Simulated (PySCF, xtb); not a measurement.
Bonds broken one at a time in the series B CH3-OH. Gas-phase values, no solvent. One relaxed conformer stands for each flexible species; it need not be the lowest. Strings in code marks are SMILES. Quantity: homolytic bond dissociation enthalpy at 298 K (no spin–orbit term). Thermal and zero-point terms are GFN2-xTB rigid-rotor harmonic values (xtb). Level 1: PBE-D3(BJ)/def2-TZVP // PBE0-D4/def2-TZVP (PySCF). Level 2: B3LYP-D3(BJ)/def2-TZVP // PBE0-D4/def2-TZVP (PySCF). B3LYP has the VWN-RPA correlation part, as in Gaussian.

```tsv
case	level 1 (kcal/mol)	level 2 (kcal/mol)
C–B bond of `CB(C)C`, giving `C[B]C` and `[CH3]`	100.5	withheld
C–B bond of `CB(C)O` (C–B–O–H torsion 179°), giving `C[B]O` (C–B–O–H torsion 0°) and `[CH3]`	101.7	100.0
C–B bond of `CB(O)O` (O–B–O–H torsion 180°, O–B–O–H torsion 0°), giving `O[B]O` (H–O–B–O torsion 180°, O–B–O–H torsion 0°) and `[CH3]`	103.0	101.6
O–B bond of `OB(O)O`, giving `O[B]O` (H–O–B–O torsion 180°, O–B–O–H torsion 0°) and `[OH]`	145.6	143.8
B–O bond of `CB(O)O` (O–B–O–H torsion 180°, O–B–O–H torsion 0°), giving `C[B]O` (C–B–O–H torsion 0°) and `[OH]`	147.4	145.0
B–O bond of `CB(C)O` (C–B–O–H torsion 179°), giving `C[B]C` and `[OH]`	148.4	145.3
```

Question: Fit level 2 = a + b·x to the 5 complete rows by least squares, with x = level 1 in kcal/mol. Give a, b and the rms residual, and predict the withheld value.

Answer: Means of the 5 rows: x̄ = 129.22, ȳ = 127.14 kcal/mol. Σ(x − x̄)² = 2411.5 and Σ(x − x̄)(y − ȳ) = 2362.4, so b = 0.980 and a = ȳ − b·x̄ = 0.50 kcal/mol. The rms residual is 0.41 kcal/mol. At x = 100.5 the line gives 99.0 kcal/mol, outside the range of the fitted rows. The run for C–B bond of `CB(C)C`, giving `C[B]C` and `[CH3]` gave 98.6 kcal/mol, so the line is off by 0.4 kcal/mol, within twice the rms residual.

Codes: PySCF, xtb.
